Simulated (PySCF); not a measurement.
Problem. Write Cartesian coordinates for `[SiH3]P` (SiH3PH2) as optimised with PBE0-D3(BJ)/def2-SVP.

Solution. 
```xyz
7
H5PSi angstrom
Si    -0.7265    0.0560    0.0121
P      1.4429    0.1971   -0.6265
H     -1.4500   -0.7814   -0.9912
H     -0.9209   -0.5385    1.3698
H     -1.3020    1.4345    0.0002
H      1.7445   -1.1424   -0.2303
H      1.8696    0.7557    0.6180
```

Any rigid rotation of these coordinates is as good. Atoms count from 1 in this order. P2 (three-coordinate phosphorus) is pyramidal (angles 93.8°, 93.7° and 93.5°, sum 281.0°, 0.86 Å off the plane of its three neighbours). Si1 (SiH3 silicon) is distorted tetrahedral (angles from 108.0° to 113.9°).

Bonds between heavy atoms (Å): Si1–P2 2.266.

Theory: PBE0-D3(BJ)/def2-SVP geometry optimisation, gas phase in PySCF 2.14.0.

Point group: Cs (every atom within 0.08 Å of its image). No PBE0-D3(BJ)/def2-SVP frequencies stand behind this structure, so it isn't proved a minimum.

Time: 4.0 s wall; peak memory 0.29 GiB. Hardware: one thread, Intel Xeon Platinum 8375C at 2.90 GHz (x86_64), shared host with 128 logical CPUs at a one-minute load of 20. That covers the optimisation of the geometry.
